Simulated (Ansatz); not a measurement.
Geometry optimisation, Ansatz 0.2.0, UKS PBE0/6-31G*.

input.yaml

```yaml
crystal:
  periodic: [false, false, false]
  atoms:
    - { symbol: Si, position_ang: [-0.06306, 0.018957, -0.363184] }
    - { symbol: H, position_ang: [0.015186, -0.015771, 2.301528] }
    - { symbol: H, position_ang: [1.356149, 0.085437, -0.818652] }
    - { symbol: O, position_ang: [-0.824898, 1.296313, -1.115326] }
    - { symbol: H, position_ang: [-1.77434, 1.362809, -0.954648] }
    - { symbol: H, position_ang: [-0.660431, -1.298791, -0.772976] }
    - { symbol: C, position_ang: [0.023209, -0.029743, 3.406016] }
    - { symbol: H, position_ang: [-0.526906, -0.904204, 3.762839] }
    - { symbol: H, position_ang: [1.055629, -0.075904, 3.761453] }
    - { symbol: H, position_ang: [-0.451739, 0.880397, 3.780851] }
magnetization:
  spin_polarized: true
  initial_magnetization: 1
basis:
  gaussian: { orbitals: "6-31G*" }
hamiltonian:
  xc: pbe0
relax:
  f_tol: 0.03
  max_steps: 50
```

Run as:

```bash
$ ansatz run input.yaml --threads 1 --pin off --max-ram 2048MiB --backend cpu --events-out ev --progress --plain --runs-dir out
```

**Question.** Where does it end, and by what steps?

**Answer.** It converged. After 4 steps the energy has fallen by 0.046 eV; H10 moved furthest, 0.37 Å.

| step | energy less start (eV) | largest force component (eV/Å) | accepted |
| --- | --- | --- | --- |
| 0 | 0.0000 | 0.344 | yes |
| 1 | -0.0370 | 0.166 | yes |
| 2 | -0.0431 | 0.119 | yes |
| 3 | -0.0453 | 0.049 | yes |
| 4 | -0.0460 | 0.028 | yes |

```xyz
10
Properties=species:S:1:pos:R:3
Si -0.093 0.031 -0.700
H 0.026 0.012 2.637
H 1.326 0.100 -1.147
O -0.856 1.317 -1.443
H -1.801 1.391 -1.264
H -0.684 -1.290 -1.103
C 0.051 -0.046 3.729
H -0.492 -0.935 4.060
H 1.088 -0.107 4.068
H -0.417 0.846 4.153
```

Whether the end is a true minimum wasn't checked by a vibrational analysis.

The run took 29 s on 1 thread of AMD EPYC 7R43 64-Core Processor (Zen 3), on a shared host, peak memory 0.17 GiB.
